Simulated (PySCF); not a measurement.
**Indirect couplings**

Bonds (- single, = double, # triple, : aromatic): C1=C2 1.321 Å, C2-O3 1.371 Å, O3-C4 1.360 Å, C4-C5 1.494 Å, C4=O6 1.196 Å. C1 carries H7, H8; C2 carries H9; C5 carries H10, H11, H12. H7 is cis to O3; H8 is trans to O3.

Method: B97-2/pcJ-2 (without the spin–dipole term)//PBE0-D3(BJ)/def2-TZVP, PySCF 2.14; isolated molecule, single conformer, non-relativistic. Couplings are averaged over pairs made equivalent by symmetry, fast rotation or ring inversion, so a value needn't be that of the named pair in this geometry, while other rotamers aren't included; one pair stands for each set, and the list holds a selection of those of at least 0.8 Hz over up to four bonds, among pairs with at least one C or H atom (others weren't computed).

Isotopes: 13C, 1H, 17O. Couplings to quadrupolar nuclei such as 17O and 33S are rarely resolved in practice.

```
    pair  bonds  J (Hz)
  C1, C2      1       ?
  C1, H7      1   151.2
  C1, H8      1       ?
  C2, O3      1       ?
  C2, H9      1   179.1
  O3, C4      1    36.3
  C4, C5      1    59.6
  C4, O6      1    29.5
 C5, H10      1   121.2
  C1, O3      2   -10.7
  C1, H9      2     9.2
  C2, C4      2    -2.2
  O3, C5      2   -20.9
  O3, H9      2    -1.1
 C4, H10      2    -7.0
  C5, O6      2    -2.2
  H7, H8      2       ?
H10, H11      2   -13.8
  C1, C4      3     4.7
  C2, C5      3       ?
  C2, O6      3       ?
  O3, H8      3       ?
 O3, H10      3    -3.1
 O6, H10      3       ?
  H7, H9      3    13.8
  H8, H9      3     7.2
```

Problem. Estimate the withheld couplings, with signs.

Solution. 
- 1J(C1,C2) = 82.6 Hz (bond length 1.321 Å)
- 1J(C1,H8) = 155.7 Hz (bond length 1.081 Å, sp2 carbon)
- 1J(C2,O3) = 22.6 Hz (bond length 1.371 Å)
- 2J(H7,H8) = -1.4 Hz (angle at C1 119°)
- 3J(C2,C5) = 1.5 Hz (dihedral angle 179°)
- 3J(C2,O6) = -3.1 Hz (dihedral angle 1°)
- 3J(O3,H8) = -11.4 Hz (dihedral angle 180°)
- 3J(O6,H10) = -1.4 Hz
